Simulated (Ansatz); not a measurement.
Results of r²SCAN (PAW; Ansatz, an electronic-structure program) for fcc Ir.

Settings: plane-wave cutoff 600 eV, 30×30×30 k mesh, Fermi–Dirac smearing 0.078 eV (set by the program), no spin polarisation, scalar-relativistic PAW data made under PBE.

Computed at the level's own relaxed cell.

Elastic tensor (GPa, Voigt notation, ions relaxed):

```
  633.5   248.9   248.9     0.0     0.0     0.0
  248.9   633.5   248.9     0.0     0.0     0.0
  248.9   248.9   633.5     0.0     0.0     0.0
    0.0     0.0     0.0   276.9     0.0     0.0
    0.0     0.0     0.0     0.0   276.9     0.0
    0.0     0.0     0.0     0.0     0.0   276.9
```

Worked from these constants: the tetragonal shear constant is C′ = (C11 − C12)/2 = 192.3 GPa against C44 = 276.9 GPa, so the tetragonal shear is the softer. The Zener ratio C44/C′ is 1.44 (1 for an isotropic solid), and the Cauchy pressure C12 − C44 is -28.0 GPa. With C11 + 2C12 = 1131.3 GPa all three Born conditions hold; they don't test modes at the zone boundary.

Measured, for comparison: elastic constant C11 590 GPa, elastic constant C12 249 GPa, elastic constant C44 262 GPa (temperature not stated, not corrected to a static lattice; as tabulated in Mehl and Papaconstantopoulos (1996), arXiv:mtrl-th/9602003). Computed (rounded) less measured: elastic constant C11 +7 %, elastic constant C12 0.0 %, elastic constant C44 +6 %. A static lattice is as a rule a little smaller and stiffer than an uncorrected measurement, which narrows the difference in the elastic constant C11, elastic constant C44 and would widen misses of the other sign.

Spin–orbit coupling is not included.

Static lattice: no zero-point or thermal effects.
